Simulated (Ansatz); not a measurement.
Si₂S⁺ (the lowest doublet isomer of a short search) was relaxed with PBE-D4 (def2-TZVP) in Ansatz in these states: charge +1 doublet, charge +1 quartet. The geometries follow in no particular order.

A:

Cartesian coordinates in Å:
```
Si -0.4161 1.1063 -0.4892
Si 1.1421 -0.4580 -0.3494
S -0.7261 -0.6483 0.8386
```

B:

```xyz
3

Si   -0.254    0.332   -1.341
Si    0.134    0.793    1.151
S     0.120   -1.125    0.189
```

**Question.** Judge from the bond lengths which geometry belongs to which state (an estimate).

**Answer.** A is the charge +1 quartet (Si1–Si2 2.212 Å, Si1–S3 2.222 Å, Si2–S3 2.222 Å); B is the charge +1 doublet (Si1–Si2 2.564 Å, Si1–S3 2.145 Å, Si2–S3 2.145 Å).

At PBE0-D4/def2-TZVP a doublet lies 2.28 eV below the charge +1 quartet. These are the stationary points nearest to one start from a short search; other shapes may lie lower in each state.
